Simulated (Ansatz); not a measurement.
Born–Oppenheimer molecular dynamics of C₄H₅ (9 atoms, charge 1, multiplicity 1). It starts from a relaxed structure.

These are results of UKS r2SCANh/STO-3G in Ansatz, not measurements.

```json
{
  "ensemble": "NVE (Milne-controlled integrator)",
  "time step": "1 fs",
  "steps asked": "191",
  "starting velocities drawn for": "2000 K",
  "seed": "951593"
}
```

First frame:

```xyz
9
Properties=species:S:1:pos:R:3
C -0.442 0.830 -1.661
C 0.037 0.132 -0.677
C 0.567 -0.629 0.367
C 0.060 -0.466 1.650
H -0.013 1.819 -1.931
H -1.297 0.465 -2.267
H 1.379 -1.347 0.158
H -0.755 0.254 1.866
H 0.464 -1.058 2.497
```

**Question.** How far do the bonds stretch over the last three quarters of this one trajectory? (Pairs bonded in most of those frames.)

**Answer.** 
| bond | mean (Å) | spread (Å) | shortest | longest |
| --- | --- | --- | --- | --- |
| C1–C2 | 1.303 | 0.036 | 1.23 | 1.37 |
| C1–H5 | 1.125 | 0.070 | 1.01 | 1.24 |
| C1–H6 | 1.116 | 0.045 | 1.02 | 1.21 |
| C2–C3 | 1.410 | 0.059 | 1.30 | 1.53 |
| C3–C4 | 1.402 | 0.051 | 1.30 | 1.49 |
| C3–H7 | 1.116 | 0.038 | 1.05 | 1.18 |
| C4–H8 | 1.122 | 0.050 | 1.04 | 1.21 |
| C4–H9 | 1.118 | 0.035 | 1.04 | 1.20 |

Mean temperature of the second half: 986 K. The conserved energy stayed within 2.3 meV per atom of its start (net change -1.2 meV per atom), so there is no drift, though single steps change it by up to 28 meV in the whole system, a sign of fast motions only just resolved. The temperature averaged 0.49 of the 2000 K drawn at the start: a run that starts near a minimum puts about half its kinetic energy into the potential. A run of 0.19 ps of so small a system gives no equilibrium averages. Limits of this set-up: minimal basis, the dipole of an ion depends on the origin.

The run took 11 min on 1 thread of Arm Neoverse V1, with other jobs on the host, peak memory 0.15 GiB.
